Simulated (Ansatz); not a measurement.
Si: pressure series

Base system: Si in the diamond structure (space group Fd-3m, No. 227).

```cif
data_Si2
_chemical_formula_sum 'Si2'
_space_group_name_H-M_alt 'P 1'
_space_group_IT_number 1
_cell_length_a 3.84971
_cell_length_b 3.84971
_cell_length_c 3.84971
_cell_angle_alpha 60.000
_cell_angle_beta 60.000
_cell_angle_gamma 60.000
loop_
_space_group_symop_operation_xyz
  'x, y, z'
loop_
_atom_site_label
_atom_site_type_symbol
_atom_site_fract_x
_atom_site_fract_y
_atom_site_fract_z
_atom_site_occupancy
Si1 Si 0.50000 0.50000 0.50000 1
Si2 Si 0.75000 0.75000 0.75000 1
```

Cell and atoms are relaxed at each pressure.

Calculations: plane-wave PAW DFT at the r2SCAN level (Ansatz, an electronic-structure program, 500 eV), scalar-relativistic without spin-orbit coupling.

```csv
P (GPa),V (Å³/atom)
-2.00,20.610
-1.00,20.384
0.30,20.109
0.70,20.028
1.50,19.870
3.01,19.591
5.01,19.248
7.51,18.858
10.01,18.504
```

Q: Fit a third-order Birch–Murnaghan equation of state.

A: Least squares on P(V) = (3B₀/2)[(V₀/V)^(7/3) − (V₀/V)^(5/3)]·[1 + (3/4)(B₀′ − 4)((V₀/V)^(2/3) − 1)] gives V₀ = 20.17 Å³/atom, B₀ = 97 GPa and B₀′ = 4.1.

Measured bulk modulus of Si: 100.8 GPa (static lattice; corrected from measurement; as listed in Jianwei Sun et al., Physical Review B (2011)); the computed value is 4 % below it.

Between the base and pressure 10 GPa the gap moves from 0.78 eV to 0.61 eV, a mean slope of -17 meV/GPa.

Load acts through the strain it causes; cell and atoms are relaxed under it. Whether these cells are dynamically stable was not tested. Tetrahedral semiconductors of this kind turn to denser phases somewhere between about 1 and 50 GPa; those were not computed, so compressed cells here can lie past the real transition.
